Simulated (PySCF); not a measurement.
Computed and published core binding energies of ozone

Measured values to reproduce (core binding energies): O 1s of O1/O3 541.75 eV [1]; O 1s of O2 (atom 2) 546.44 eV [1]. Sources and the comparison follow the method.

Compound: ozone, O3.
Bonds: O1–O2 (double), O2–O3.

Theory: delta-SCF UKS SCAN, pcX-3 on the ionised atom, pcseg-2 elsewhere, spin-free X2C (PySCF). Vertical ΔSCF values, vacuum level as zero.

```
 atom           environment  level  this calculation (eV)  reference (eV)  difference (eV)  source
O1/O3    oxygen bonded to O   O 1s                 541.42          541.75            -0.33     [1]
   O2  oxygen bonded to 2 O   O 1s                 547.17          546.44            +0.73     [1]
```

[1] measured, gas; CORE65 (Golze, Keller, Rinke, J. Phys. Chem. Lett. 2020, 11, 1840), as tabulated in Jana, Herbert, J. Chem. Phys. 2023, 158, 094111, SI

How far is it from the measured entries?

Over the 2 different measured values (2 distinct lines) the mean signed difference is +0.20 eV, the mean unsigned one 0.53 eV and the largest 0.73 eV. The calculation is vertical and has no vibrational structure, and measured positions depend on the energy calibration.

Lowest listed O 1s: O1/O3, bonded to O. Highest, 5.75 eV above it: O2, bonded to 2 O.

The first atom of each set that the bonding makes equivalent was ionised and stands for the set. The unrestricted hole states depart most from a pure doublet (⟨S²⟩ = 0.75; over 0.85 named) for O 1s of O1/O3 (0.98), which makes this value less certain. Isolated species at its PBE0-D3(BJ)/def2-TZVP geometry, gas phase.
